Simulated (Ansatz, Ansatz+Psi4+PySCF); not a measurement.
```yaml
atoms:
  - { symbol: O, position_ang: [-1.0410, -0.4364, 0.0000] }
  - { symbol: C, position_ang: [0.0000, 0.4239, 0.0000] }
  - { symbol: O, position_ang: [1.1694, 0.1037, 0.0000] }
  - { symbol: H, position_ang: [-0.6496, -1.3351, 0.0000] }
  - { symbol: H, position_ang: [-0.3779, 1.4530, 0.0000] }
```

Basis set: cc-pVTZ (spherical functions). Correlated methods keep 3 orbitals frozen. Charge 0, multiplicity 1.

Computed with Ansatz (development build ahead of 0.2.0); free ground-state atoms in the same class of orbitals, no zero-point energy, no relativity.

The atomization energy of singlet CH₂O₂ from measured heats of formation, zero-point and thermal terms removed is 21.721 eV (G2/97 set, Curtiss et al., J. Chem. Phys. 106, 1063 (1997), as shipped with ASE); it holds spin-orbit and other relativistic effects.

Q: How far do RHF-CCSD(T), RHF-MP2 miss it in this basis?

A:

| method | atomization energy (eV) | computed − measured (eV) |
| --- | --- | --- |
| RHF-CCSD(T) | 21.050 | -0.671 |
| RHF-MP2 | 21.842 | 0.121 |
